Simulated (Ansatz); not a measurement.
C₃H₆F₂O (`CC(O)(F)CF`), relaxed with RKS PBE0-D4/def2-TZVP in the Gaussian-basis code of Ansatz from a PBE-D4/def2-SVP geometry. The force threshold is 0.005 eV/Å; the program also tests the step.

Total charge 0; spin multiplicity 1.

Start:

```xyz
12

C     0.921    0.933    0.584
C     0.199    0.010   -0.380
O    -0.438    0.760   -1.350
F     1.166   -0.821   -0.987
C    -0.801   -0.930    0.307
F    -1.595   -1.519   -0.674
H     1.464    0.348    1.351
H     0.211    1.622    1.078
H     1.654    1.530    0.009
H    -1.053    0.145   -1.802
H    -0.269   -1.724    0.870
H    -1.458   -0.354    0.994
```

Q: By how much does the energy fall, and how many steps does the optimiser take? (Best estimate.)

A: Computed: 1.24 kcal/mol, in 6 steps.

Q: Which bonds change most? (Estimate.)

A: Computed: C5–H12 from 1.112 to 1.093 Å; C5–H11 from 1.110 to 1.092 Å; C2–F4 from 1.412 to 1.396 Å; C1–H9 from 1.106 to 1.090 Å.

Q: Give the relaxed structure. (An estimate is asked.)

A: The calculation gave: 
```xyz
12

C     0.913    0.915    0.580
C     0.187    0.010   -0.379
O    -0.442    0.770   -1.334
F     1.132   -0.806   -1.003
C    -0.789   -0.920    0.319
F    -1.564   -1.559   -0.630
H     1.441    0.328    1.333
H     0.212    1.591    1.070
H     1.639    1.505    0.020
H    -1.021    0.188   -1.840
H    -0.253   -1.677    0.895
H    -1.454   -0.345    0.968
```
